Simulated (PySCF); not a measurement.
Compound: cyanoethynyl anion, C3N (charge -1).
Atom-mapped SMILES: `[C-:1]#[C:2][C:3]#[N:4]`

Theory: delta-SCF UKS SCAN, pcX-2 on the ionised atom, pcseg-1 elsewhere, spin-free X2C in PySCF 2.14.0. Vertical ΔSCF values, vacuum level as zero.

One binding energy is withheld.

```json
{"atom(s)": "C2", "bonded to": "C (triple bond) and C", "level": "C 1s", "binding energy (eV)": "?"}
{"atom(s)": "C3", "bonded to": "N (triple bond) and C", "level": "C 1s", "binding energy (eV)": "287.26"}
{"atom(s)": "N4", "bonded to": "C (triple bond)", "level": "N 1s", "binding energy (eV)": "399.33"}
```

(1) What is the C 1s binding energy of C2?

## Answers

(1) 284.83 eV (carbon bonded to 2 C). The other listed C 1s value is that of C3; the shift against it is -2.43 eV.

The listed C 1s values span 2.43 eV, from C2 (bonded to C (triple bond) and C) to C3 (bonded to N (triple bond) and C).

Question: Which effective nuclear charge Zeff reproduces each element's mean 1s value in the hydrogen-like formula E = 13.606 eV × Zeff²?

Answer: C (Z = 6): mean 286.0 eV, Zeff = 4.59, Z − Zeff = 1.41; N (Z = 7): mean 399.3 eV, Zeff = 5.42, Z − Zeff = 1.58. Means run over the listed sites, weighted by atom count.

The list is incomplete; no value stands for C 1s of C1 (hole states with ⟨S²⟩ of 1 or more are left out). Spin contamination (⟨S²⟩ against 0.75 for a pure doublet) is marked for C 1s of C3 (0.85), which makes this value less certain. The species carries charge -1, so core ionisation leaves a neutral species. The basis sets have no added diffuse functions. Isolated species at its PBE0-D3(BJ)/def2-SVP geometry, gas phase. The geometry's basis has no diffuse functions, a weakness for an anion.

On Arm Neoverse N1, one thread, no GPU (shared host), this took 10 s of wall time and 0.28 GiB of memory at its peak.
